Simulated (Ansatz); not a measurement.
## Ir (model structure, started from the omega type, P6/mmm, No. 191, 3 atoms in the cell): properties by level of theory

```json
[
 {"level (code)": "PBE (Ansatz)", "lattice constant a (Å)": "4.381", "lattice parameter c (Å)": "2.703"},
 {"level (code)": "PBEsol (Ansatz)", "lattice constant a (Å)": "4.335", "lattice parameter c (Å)": "2.672"},
 {"level (code)": "PBE-D3(BJ) (Ansatz)", "lattice constant a (Å)": "4.348", "lattice parameter c (Å)": "2.678"}
]
```

Ansatz's density-functional and Hartree–Fock values are scalar-relativistic unless marked +SOC, with PAW data made under PBE.

The computed numbers hold no vibrational or temperature effects.

A model structure was made by putting elements into a prototype or built by hand; it is no filed structure, need not be a known phase, and can be a saddle point held by its symmetry.

Ansatz is a program for electronic structure.
